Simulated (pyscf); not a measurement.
Thermochemistry of product channels of H₃Ge–GeH₃ (SMILES [GeH3][GeH3]) + OH• (SMILES [OH]) on the doublet surface, in kcal/mol, from CCSD(T)/def2-TZVPP + ΔMP2(QZVPP) energies (ideal gas, 1 atm, RRHO with modes under 100 cm⁻¹ raised to 100, one conformer, R ln 2 for rigid chiral ones). Optimised with ωB97X-D3(BJ)/def2-SVP in PySCF. Correlated levels are frozen-core, on RHF or UHF. ΔMP2 is the change of the MP2 total energy from the triple- to the quadruple-zeta basis.

```
products                                                                        ΔE  ΔH(298 K)  ΔG(298 K)  ΔG(900 K)
---------------------------------------------------------------------------  -----  ---------  ---------  ---------
HO–GeH₂• (SMILES [OH][GeH2]) + GeH₄ (SMILES [GeH4])                          -31.5      -30.6      -31.8      -33.2
GeH₂ (SMILES [GeH2]) [singlet] + GeH₃• (SMILES [GeH3]) + H₂O (SMILES O)      +14.1      +13.8       +2.3      -19.9
:HGe–GeH₃ (SMILES [GeH][GeH3]) [singlet] + H₂O (SMILES O) + H• (SMILES [H])  +28.9      +27.4      +17.8       -2.2
```

The channel to GeH₂ [singlet] + GeH₃• + H₂O turns favourable between 298 and 1200 K (ΔG from +2.3 kcal/mol to -30.2 kcal/mol). The channel to :HGe–GeH₃ [singlet] + H₂O + H• turns favourable between 298 and 1200 K (ΔG from +17.8 kcal/mol to -12.1 kcal/mol).

These are energies of the channels, which say nothing of barriers. The CCSD(T) − MP2 part came from Ansatz, without density fitting, on the same reference. The frozen core leaves the outer d or s,p core shells of the metals and heavy elements correlated in the MP2 and CC values, and def2-TZVPP describes them poorly, which can shift differences by a few kcal/mol. Left out: orbital degeneracy and the spin-orbit lowering of OH. Elements up to Kr have no core potential and no relativistic terms here.
